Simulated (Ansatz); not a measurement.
# CP (doublet): from Hartree-Fock to the top rungs at distance C1–P2 = 1.232 Å, 6-31G

How much of the correlation energy of CP (doublet) does each wave-function method recover here?

Method: 6-31G, core rule «outside noble gas», up to 6 orbitals frozen; program: Ansatz 0.2.0, Gaussian basis.

Plan: UHF; CCSD(T) on ROHF; CCSD(T) on UHF; BCCD(T) on ROHF; CISD; CCSDT(Q) on ROHF; CCSDT(Q) on UHF; CISDTQ; CCSDTQ on ROHF; CCSDTQ on UHF; CASSCF and MRCISD+Q, 3 electrons in 3 orbitals; CASSCF and NEVPT2, 3 electrons in 3 orbitals; CASSCF and MRCISD+Q, 9 electrons in 8 orbitals; CASSCF and NEVPT2, 9 electrons in 8 orbitals; Full CI.

26 further runs of the same task are left out: 10 for a known fault of the program, 13 that didn't finish, 3 set aside as unsound or not needed.

### 1 The geometry

The geometry derives from a PBE0/def2-TZVP stationary point (not a proven minimum). One bond is set to the value named and the two fragments are kept rigid.

2 atoms, charge 0, spin multiplicity 2.

Atoms are counted from 1 here; the program's logs count them from 0.

Bond lengths: C1–P2 1.232 Å.

### 2 UHF

Contents of in.yaml:

```yaml
crystal:
  periodic: [false, false, false]
  atoms:
    - {symbol: C, position_ang: [0.000000, 0.000000, 0.000000]}
    - {symbol: P, position_ang: [0.000000, 0.000000, 1.232000]}
basis:
  gaussian: {orbitals: 6-31G}
magnetization: {spin_polarized: true, initial_magnetization: 1}
hamiltonian: {xc: hf}
output: {orbitals: {seedname: orbitals}}
```

Run with:

```sh
> ansatz run in.yaml --threads 1 --pin off --events-out ev --progress --plain --max-ram 2393MiB
```

After this run come: CCSD(T) on ROHF; CCSD(T) on UHF; BCCD(T) on ROHF; CISD; CCSDT(Q) on ROHF; CCSDT(Q) on UHF; CISDTQ; CCSDTQ on ROHF; CCSDTQ on UHF; CASSCF and MRCISD+Q, 3 electrons in 3 orbitals; CASSCF and NEVPT2, 3 electrons in 3 orbitals; CASSCF and MRCISD+Q, 9 electrons in 8 orbitals; CASSCF and NEVPT2, 9 electrons in 8 orbitals; Full CI.

Q: Predict the results of all the runs planned. Wanted: FCI below the RHF energy; RMP2 from FCI; UMP2 from FCI; RCCSD from FCI; RCCSD(T) from FCI; UCCSD(T) from FCI; RCCSDT(Q) from FCI; UCCSDT(Q) from FCI; NEVPT2 pair from FCI.

**Answer**, as computed:

```
                         quantity                                                                                                                          value
         FCI below the RHF energy                                                                                                                     -3.9089 eV
                    RMP2 from FCI                                                                                                                     +522.6 meV
                    UMP2 from FCI                                                                                                                     +658.1 meV
                   RCCSD from FCI                                                                                                                     +131.8 meV
                RCCSD(T) from FCI                                                                                                                      +32.9 meV
                UCCSD(T) from FCI                                                                                                                      +37.6 meV
               RCCSDT(Q) from FCI                                                                                                                       +0.9 meV
               UCCSDT(Q) from FCI                                                                                                                       +1.4 meV
             NEVPT2 pair from FCI                                                                                                                     +437.7 meV
           MRCISD+Q pair from FCI                                                                                                                      +44.1 meV
          NEVPT2 valence from FCI                                                                                                                     +315.8 meV
levels within 1 kcal/mol (43 meV)  RCCSD(T), UCCSD(T), BCCD(T), RCCSDT, UCCSDT, CISDTQ, RCCSDT(Q), UCCSDT(Q), RCCSDTQ, UCCSDTQ, MRCISD valence, MRCISD+Q valence
                    T1 diagnostic                                                                                                                          0.031
   effectively unpaired electrons                                                                                                                           1.09
```

**Reading.** RCCSD(T) misses by +32.9 meV, 0.8 % of the correlation energy. One determinant dominates. Of the multireference levels listed MRCISD+Q valence comes nearest in total energy (+16.9 meV), which doesn't show that its space is the better one. These misses are within one basis, not against nature; the frozen cores of restricted and unrestricted runs differ, which can shift their rows.
